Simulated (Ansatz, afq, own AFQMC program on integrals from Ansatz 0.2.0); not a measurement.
AFQMC on a folder of integrals that Ansatz 0.2.0 wrote.

```yaml
crystal:
  periodic: [false, false, false]
  atoms:
    - {symbol: Ti, position_ang: [0.000000, 0.000000, 0.876466]}
    - {symbol: Si, position_ang: [0.000000, 0.000000, -1.616810]}
    - {symbol: H, position_ang: [0.000000, 1.527869, 1.713949]}
    - {symbol: H, position_ang: [0.000000, -1.527869, 1.713949]}
basis:
  gaussian: {orbitals: def2-TZVP}
magnetization: {spin_polarized: true, initial_magnetization: 4}
correlation: {method: ccsd_t, electrons: outside_noble_gas, hamiltonian_folder: ham}
```

```sh
$ ansatz run in.yaml --threads 1 --pin off --events-out ev --progress --plain --max-ram 16896MiB --backend cuda --devices 0, --max-vram 18GiB
```

Options of the walk:

```
--method phaseless --trial hf --walkers 2100 --populations 20 --least-time 40 --time-step 0.005 --steps-per-block 20 --equilibration-blocks 160 --max-blocks 4000 --target-error 0.0009500 --factor-cut 1e-05 --start spin_pure --seed 2996 --taylor-order 6
```

Times are imaginary, in 1/Eh. The walk had a cap of 97 s. With eight or more populations the least sampling time is a fifth of least-time, and the error comes from their spread.

Log:

```
orbitals 80  electrons 7 3  factors 630 of 716
reference energy -1138.40222391 Eh
CCSD correlation -0.19409984 Eh in 18 cycles, weight of the determinant in the CISD state 0.8324
energy of the start -1138.402904 Eh
 block  time / (1/Eh)  mean weight  energy / Eh
     1     0.100  1.0005  -1138.433072
     2     0.200  1.0009  -1138.457613
     3     0.300  1.0009  -1138.477784
     4     0.400  1.0010  -1138.492246
     5     0.500  1.0009  -1138.505429
     7     0.700  1.0011  -1138.524944
     9     0.900  1.0003  -1138.539666
    13     1.300  0.9998  -1138.561371
    25     2.500  0.9999  -1138.587191
    37     3.700  0.9997  -1138.601406
    49     4.900  1.0002  -1138.607475
    61     6.100  0.9996  -1138.610922
    73     7.300  1.0000  -1138.609943
    85     8.500  0.9997  -1138.612699
    97     9.700  1.0003  -1138.607401
   109    10.900  1.0001  -1138.609150
   121    12.100  1.0004  -1138.613357
   133    13.300  1.0006  -1138.610650
   145    14.500  0.9999  -1138.608704
   157    15.700  1.0000  -1138.605570
   169    16.900  0.9997  -1138.602315
   181    18.100  0.9993  -1138.603908
   193    19.300  1.0000  -1138.602920
   205    20.500  1.0002  -1138.603581
   217    21.700  1.0000  -1138.603524
   229    22.900  1.0003  -1138.606409
   241    24.100  1.0002  -1138.607303
   247    24.700  1.0000  -1138.612460
error from the spread of 20 populations
energy -1138.604386 +/- 0.000914 Eh
(rows thinned)
```

The run passed its tests (sampling time, drift between the halves within three errors, error under three times the target), which doesn't prove that it has relaxed.

Against this walk (error 24.9 meV) on the same determinant: CCSD(T) 99.4 meV lower, CCSDT(Q) 199.8 meV lower, a separate phaseless walk with a CISD trial and standard settings 89.8 ± 25.9 meV lower. The error is statistical and leaves out the bias of the constraint. None of these is a sure reference here.

Cautions: constraint bias not in the error; no relativity below Rb; outer-core shells of the metal frozen; lower spins were not checked; raised T1 diagnostic (T1 0.043, weight of the determinant 0.83, largest double 0.05); (T) is large, 6 % of the CCSD correlation; the bias of populations of 105 walkers isn't removed.

The walk took 78 s on 1 × NVIDIA H100 80GB HBM3 with 2 threads of AMD EPYC 7R13 Processor (Zen 3) (shared host) (the card was shared). The log's last line is the phaseless energy.

CCSDT and higher add their correlation energy to the determinant of the CCSD(T) run, since their own runs factorise the integrals more tightly (a shift of under 2 meV). A walk keeps the symmetry of its determinant, which the program's search chose and which needn't be the lowest solution, so a lower state of the same spin and another symmetry isn't excluded.
